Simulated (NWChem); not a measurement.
System: BCl3; SMILES ClB(Cl)Cl

The following NWChem deck was run.

```
start job
memory heap 200 mb stack 900 mb global 1100 mb
geometry units angstroms noautoz
  B      0.000000     0.000000     0.000000
  Cl     0.876170     1.505687     0.000000
  Cl     0.865878    -1.511629     0.000000
  Cl    -1.742048     0.005942     0.000000
end
basis spherical
  B library def2-tzvp
  Cl library def2-tzvp
end
dft
  xc pbe0
  iterations 150
end
task dft gradient
```

Excerpt of the output:

```
             Northwest Computational Chemistry Package (NWChem) 7.3.0
             --------------------------------------------------------

 C3H symmetry detected

                             Geometry "geometry" -> ""
                             -------------------------

 Output coordinates in angstroms (scale by  1.889725989 to convert to a.u.)

  No.       Tag          Charge          X              Y              Z
 ---- ---------------- ---------- -------------- -------------- --------------
    1 B                    5.0000     0.00000000    -0.00000000     0.00000000
    2 Cl                  17.0000     0.54868336     1.65339453     0.00000000
    3 Cl                  17.0000     1.15753999    -1.30187099     0.00000000
    4 Cl                  17.0000    -1.70622334    -0.35152354     0.00000000

 Effective nuclear repulsion energy (a.u.)     229.5139013649

      Symmetry information
      --------------------

 Group name             C3h
 Group number             22
 Group order               6
 No. of unique centers     2

                                 NWChem DFT Module
                                 -----------------

 Summary of "ao basis" -> "ao basis" (spherical)
 ------------------------------------------------------------------------------
       Tag                 Description            Shells   Functions and Types
 ---------------- ------------------------------  ------  ---------------------
 B                         def2-tzvp                11       31   5s3p2d1f
 Cl                        def2-tzvp                13       37   5s5p2d1f

      Symmetry analysis of basis
      --------------------------

        a'         34
        e'+        31
        e'-        31
        a"         16
        e"+        15
        e"-        15

  Rotation of axis

            General Information
            -------------------
          SCF calculation type: DFT
          Wavefunction type:  closed shell.
          No. of atoms     :     4
          No. of electrons :    56
           Alpha electrons :    28
            Beta electrons :    28
          Charge           :     0
          Spin multiplicity:     1
          Use of symmetry is: on ; symmetry adaption is: on
          Maximum number of iterations: 150
          AO basis - number of functions:   142
                     number of shells:    50
          Convergence on energy requested:  1.00D-06
          Convergence on density requested:  1.00D-05
          Convergence on gradient requested:  5.00D-04

              XC Information
              --------------
                         PBE0 Method XC Functional
                     Hartree-Fock (Exact) Exchange  0.250
          PerdewBurkeErnzerhof Exchange Functional  0.750
            Perdew 1991 LDA Correlation Functional  1.000 local
           PerdewBurkeErnz. Correlation Functional  1.000 non-local

             Grid Information
             ----------------
          Grid used for XC integration:  medium
          Radial quadrature: Mura-Knowles
          Angular quadrature: Lebedev.
          Tag              B.-S. Rad. Rad. Pts. Rad. Cut. Ang. Pts.
          ---              ---------- --------- --------- ---------
          B                   0.85       49           7.0       434
          Cl                  1.00       88           9.0       590
          Grid pruning is: on
          Number of quadrature shells:   137
          Spatial weights used:  Erf1

      Superposition of Atomic Density Guess
      -------------------------------------

 Sum of atomic energies:       -1402.96777866

      Non-variational initial energy
      ------------------------------

 Total energy =   -1404.082654
 1-e energy   =   -2395.023349
 2-e energy   =     761.426794
 HOMO         =      -0.402694
 LUMO         =       0.038932

      Symmetry analysis of molecular orbitals - initial
      -------------------------------------------------

  Numbering of irreducible representations:

     1 a'          2 e'+         3 e'-         4 a"          5 e"+
     6 e"-

  Orbital symmetries:

     1 a'          2 e'+         3 e'+         4 a'          5 e'+
     6 e'+         7 a'          8 e'+         9 e'+        10 e'+
    11 e'+        12 a"         13 e"+        14 e"+        15 a'
    16 a'         17 a'         18 e'+        19 e'+        20 a'
    21 e'+        22 e'+        23 a"         24 e"+        25 e"+
    26 e'+        27 e'+        28 a'         29 a"         30 a'
    31 a'         32 e'+        33 e'+        34 a"         35 e'+
    36 e'+        37 a'         38 e'+

   convergence    iter        energy       DeltaE   RMS-Dens  Diis-err
 ---------------- ----- ----------------- --------- --------- ---------
 d= 0,ls=0.0,diis     1  -1405.0491725476 -1.63D+03  5.88D-03  1.43D+00
 d= 0,ls=0.0,diis     2  -1404.9782020259  7.10D-02  4.70D-03  1.24D+00
 d= 0,ls=0.0,diis     3  -1405.1111544784 -1.33D-01  1.38D-03  1.86D-01
 d= 0,ls=0.0,diis     4  -1405.1358453687 -2.47D-02  1.22D-04  7.73D-04
 d= 0,ls=0.0,diis     5  -1405.1359157344 -7.04D-05  1.97D-05  3.09D-05
  Resetting Diis
 d= 0,ls=0.0,diis     6  -1405.1359195590 -3.82D-06  2.50D-06  4.05D-07
 d= 0,ls=0.0,diis     7  -1405.1359195884 -2.94D-08  1.32D-06  2.85D-08

[...]

                         DFT ENERGY GRADIENTS

    atom               coordinates                        gradient
                 x          y          z           x          y          z
   1 B       0.000000  -0.000000   0.000000    0.000000   0.000000   0.000000
   2 Cl      1.036861   3.124463   0.000000    0.000820   0.002492   0.000000
   3 Cl      2.187433  -2.460179   0.000000    0.001748  -0.001957   0.000000
   4 Cl     -3.224295  -0.664283   0.000000   -0.002568  -0.000536  -0.000000
```

Level: PBE0/def2-TZVP. Geometry: optimised at PBE0/def2-SVP.
